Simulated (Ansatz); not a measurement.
A made-up structure of CH3OS, doublet:

```tsv
atom	x (Å)	y (Å)	z (Å)
O1	-0.4378	-0.9333	-0.5319
C2	0.2970	0.0262	0.1629
S3	-0.0051	1.7276	-0.2494
H4	0.2917	-0.7023	-0.6070
H5	1.3573	-0.1934	0.0044
H6	0.1250	-0.0204	1.2527
```

It is relaxed with PBE-D4/def2-SVP and then PBE0-D4/def2-TZVP (Ansatz 0.2.0). Atoms count as bonded within 1.22 times the sum of their covalent radii (H–H: 0.88 Å). The end point is not checked to be a true minimum.

Problem. Does its bonding change? (Judge from chemistry; the calculation decides.)

Solution. Computed: Yes. Formed: none; broken: C2–H4.

Where it ends: The first stage lowers the energy by 5.88 eV in 17 steps. It ends as CH₃OS ([OH][CH2][S]):
O1  (-0.155, -1.046, -0.314)
C2  (0.375, 0.079, 0.314)
S3  (0.004, 1.658, -0.412)
H4  (-0.096, -0.918, -1.265)
H5  (1.478, 0.056, 0.358)
H6  (0.022, 0.075, 1.350)
(Å)

Labels in which every atom is bracketed show which atoms are joined, not bond orders.

For scale, one of the runs: PBE0-D4/def2-TZVP relaxation, 117 basis functions, launched by `ansatz run in.yaml --threads 2 --pin off --events-out ev --progress --plain --max-ram 4352MiB`. The run took about 40 s on 2 CPU threads of an Arm Neoverse V2 (shared host).
